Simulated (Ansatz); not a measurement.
Consider the formal exchange of groups at the Al–C bond: `[AlH2][CH2][AlH2]` + `[SiH3][SiH3]` → `[AlH2][SiH2][SiH3]` + `[CH3][AlH2]`.

Computed with Ansatz on PBE0-D4/def2-TZVP structures; ΔE is electronic, products minus reactants. CCSD(T)/CBS is the MP2 limit (def2-TZVPP, def2-QZVPP) plus CCSD(T) − MP2 in def2-TZVPP, frozen cores. This one scheme is used for every species. Functionals use def2-TZVPP. B3LYP here is the variant with VWN-RPA as its local correlation; programs differ in this.

| level | ΔE (kJ/mol) |
| --- | --- |
| B3LYP-D4 | 12.5 |
| ωB97X-V | 13.2 |
| LC-ωPBE | 11.4 |
| MP2/def2-QZVPP | 21.6 |

Q: What does CCSD(T)/CBS give? (Estimate.)

A: The calculation gave: +14.8 kJ/mol. The listed levels differ from it by -2.3, -1.6, -3.4, 6.8 kJ/mol.

Largest T1 diagnostic among the species: 0.013.

From BLYP to BHLYP (50 % exact exchange), in def2-TZVPP and without D4, ΔE moves by +4.2 kJ/mol. Leaving LDA and LC-ωPBE aside and taking each functional with its dispersion term where it has one, the values, not all of them listed here, spread over 16.4 kJ/mol, from PBE-D4 to ωB97M-V. LDA lies +5.0 kJ/mol from PBE without D4.
